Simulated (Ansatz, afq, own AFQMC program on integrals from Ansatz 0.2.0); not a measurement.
AlGe⁺, singlet in cc-pVDZ, levels against full CI

```
atom   x (Å)   y (Å)   z (Å)
  Ge  0.0000  0.0000  0.0000
  Al  0.0000  0.0000  3.1299
```

Basis cc-pVDZ. Noble-gas cores (and the filled d shells of Ga–Kr and In–Xe) are frozen. Ansatz 0.2.0 and our own AFQMC program on the same integrals; the CISD trial comes from CCSD amplitudes, and released means the phaseless constraint is let go. Error bars are statistical, one sigma. No spin–orbit coupling.

Determinant: RHF, the one that the program's search chose, which needn't be the lowest solution. The geometry is a point of a scan.

Full CI on the same integrals is exact in this basis and with this determinant's frozen core.

Cautions: no relativity below Rb; no spin-orbit coupling; inner d shell frozen; higher spins were not checked; restricted determinant unstable towards unrestricted (UHF 749 meV lower, ⟨S²⟩ 1.07); CCSDTQ on the UHF determinant differs (462 meV lower), perhaps since the unrestricted series falls towards higher spin.

The T1 diagnostic is 0.0150, the weight of the determinant in the CISD state is 0.848 and the size of the correlated space is 6 electrons in 26 orbitals.

Reference: full CI, correlation energy -3.319 eV. The released energy is read at 2.40 1/Eh (meV from the phaseless value at times in 1/Eh: -4.2 ± 1.9 at 0.24, -8.0 ± 2.0 at 0.51, -11.2 ± 2.1 at 0.99, -17.0 ± 2.1 at 1.62, -16 ± 3 at 2.40).

```json
{"level": "HF", "E − E(reference) (kJ/mol)": "320.2", "share of correlation (%)": "0.00"}
{"level": "MP2", "E − E(reference) (kJ/mol)": "104.3", "share of correlation (%)": "67.44"}
{"level": "CCSD", "E − E(reference) (kJ/mol)": "11.5", "share of correlation (%)": "96.40"}
{"level": "CCSD(T)", "E − E(reference) (kJ/mol)": "4.0", "share of correlation (%)": "98.76"}
{"level": "CCSDT", "E − E(reference) (kJ/mol)": "1.5", "share of correlation (%)": "99.54"}
{"level": "CCSDT(Q)", "E − E(reference) (kJ/mol)": "0.5", "share of correlation (%)": "99.85"}
{"level": "CCSDTQ", "E − E(reference) (kJ/mol)": "0.1", "share of correlation (%)": "99.98"}
{"level": "ph-AFQMC/HF", "E − E(reference) (kJ/mol)": "-6.8 ± 1.9", "share of correlation (%)": "102.13"}
{"level": "ph-AFQMC/CISD", "E − E(reference) (kJ/mol)": "3.0 ± 0.2", "share of correlation (%)": "99.07"}
{"level": "released AFQMC", "E − E(reference) (kJ/mol)": "1.4 ± 0.3", "share of correlation (%)": "99.56"}
```

CCSDT and higher add their correlation energy to the determinant of the CCSD(T) run, since their own runs factorise the integrals more tightly (a shift of under 2 meV). A walk keeps the symmetry of its determinant, which the program's search chose and which needn't be the lowest solution, so a lower state of the same spin and another symmetry isn't excluded. Released energies are given only where the last usable release times agree within the noise; a slower fall can still hide under it.
